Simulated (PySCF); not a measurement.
## Stretching SN⁻

Set-up: basis S aug-pcseg-1, N aug-pcseg-1; no relativity; PySCF 2.14. Energies in eV from S⁻ + N in their ground configurations at the same level. All curves are PBE0. state 1: ³Σ⁻ (triplet), unpaired electrons π ↑↑; state 2: Ms = 0 determinant of mixed spin (⟨S²⟩ near 1.0), unpaired electrons π ↑↓, a mixture of terms (⟨Lz²⟩ = 2.0), a second solution, started from another occupation; state 3: quintet, unpaired electrons σ ↑, π ↑↑↑, a second solution, started from another occupation.

```json
{"R (Å)": "1.385", "state 1": "-2.786", "state 2": "-2.510", "state 3": "3.8889"}
{"R (Å)": "1.449", "state 1": "-3.479", "state 2": "-3.187", "state 3": "2.7448"}
{"R (Å)": "1.513", "state 1": "-3.851", "state 2": "-3.543", "state 3": "1.9756"}
{"R (Å)": "1.562", "state 1": "-3.979", "state 2": "-3.658", "state 3": "1.5772"}
{"R (Å)": "1.610", "state 1": "-4.011", "state 2": "-3.678", "state 3": "1.2903"}
{"R (Å)": "1.658", "state 1": "-3.970", "state 2": "-3.624", "state 3": "1.0848"}
{"R (Å)": "1.723", "state 1": "-3.832", "state 2": "-3.470", "state 3": "0.8939"}
{"R (Å)": "1.803", "state 1": "-3.570", "state 2": "-3.188", "state 3": "0.7215"}
{"R (Å)": "1.900", "state 1": "-3.178", "state 2": "-2.771", "state 3": "0.5306"}
{"R (Å)": "2.029", "state 1": "-2.606", "state 2": "-2.160", "state 3": "0.2583"}
```

Put a parabola through the three lowest points of the state 1 curve and estimate Re, k and ωe (reduced mass 9.738 u; 1 eV/Å² = 0.16022 mdyn/Å; ωe = 1302.8·√(k/μ) cm⁻¹).

Through R = 1.562, 1.61, 1.658 Å the second-order coefficient is 15.8 eV/Å², so Re ≈ 1.607 Å, k ≈ 5.08 mdyn/Å and ωe ≈ 941 cm⁻¹. A polynomial fit of higher order to the unrounded PBE0 energies gives Re = 1.605 Å, k = 5.13 mdyn/Å, ωe = 945 cm⁻¹; anharmonicity and rounding make the difference.

The higher-order fit for each curve: state 1: Re = 1.605 Å, ωe = 945 cm⁻¹, De = 4.01 eV; state 2: Re = 1.597 Å, ωe = 966 cm⁻¹, minimum 3.68 eV below the ground-state fragments. State 3 gave no clean fit.

For an ion De counts to the pair picked by the measured ionisation energies or electron affinities, which need not be the lowest pair at this level. The highest Kohn–Sham level is positive in this anion. Much of that is self-interaction error, but it also means that the finite basis helps to hold the extra electron. The state is the lowest determinant that a PBE0 search found; another state may lie lower at other levels.
